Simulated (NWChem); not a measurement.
System: DMSO (C2H6OS); SMILES CS(C)=O

Here is an NWChem input.

```
start job
memory heap 200 mb stack 900 mb global 1100 mb
geometry units angstroms noautoz
  C      0.821751     1.355139     0.192035
  S     -0.208845     0.000494    -0.442998
  C      0.815102    -1.359108     0.192193
  O     -1.460187     0.003604     0.385430
  H      0.284641     2.283002    -0.046643
  H      1.809545     1.356207    -0.291297
  H      0.904558     1.247703     1.283356
  H      0.898395    -1.251962     1.283505
  H      0.273472    -2.284361    -0.046403
  H      1.802895    -1.365054    -0.291107
end
basis spherical
  * library 6-31+g*
end
dft
  xc b3lyp
  iterations 150
  mulliken
end
task dft energy
```

Geometry: optimised at PBE0/def2-SVP.

Give the results of this calculation. (B3LYP/6-31+G* (spherical d).) Quantities: basis functions; energy (Ha); highest occupied level (eV); orbital gap (eV); dipole (D).


```
Property                      Result
---------------------------  -------
number of basis functions         88
energy (Ha)                  -553.19
highest occupied level (eV)    -6.47
orbital gap (eV)                6.44
dipole (D)                      4.31
```
